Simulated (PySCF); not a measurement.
# CH4S: the cost of one run

The runs use PySCF 2.14.0, with density-fitted response routines of our own; the level of theory stands in each step. All values are computed, except where a source is named. Atoms count from 0, in the outputs and in this text.

**1. The molecule as given**

6 atoms, charge 0, multiplicity 1; geometry from: GFN2-xTB.

Bonds of the start (Å): C0–S1 1.82, C0–H2 1.09, C0–H3 1.09, C0–H4 1.09, S1–H5 1.33.

**2. Geometry optimisation at PBE0-D3(BJ)/def2-SVP**

The job: settings as JSON, then the geometry in Å.

```
{"job": {"xc": "PBE0", "basis": "def2-SVP", "d3": "d3bj", "grid": 1, "kind": "geom"}, "charge": 0, "multiplicity": 1}
C     -0.503994    -0.013068     0.008861
S      1.126184     0.790738    -0.113026
H     -0.590663    -0.521707     0.964166
H     -1.241465     0.780332    -0.057739
H     -0.631445    -0.708778    -0.814903
H      1.844506    -0.325528    -0.008932
```

Started as:

```console
$ OMP_NUM_THREADS=1 python probes_run.py task.json out
```

The driver reads the jobs from task.json and runs them one after another.

**Question.** How long does this first job take on 1 thread of Arm Neoverse V1, shared host, and how much memory does it need?

About 2.8 s, with a peak of 0.27 GiB.
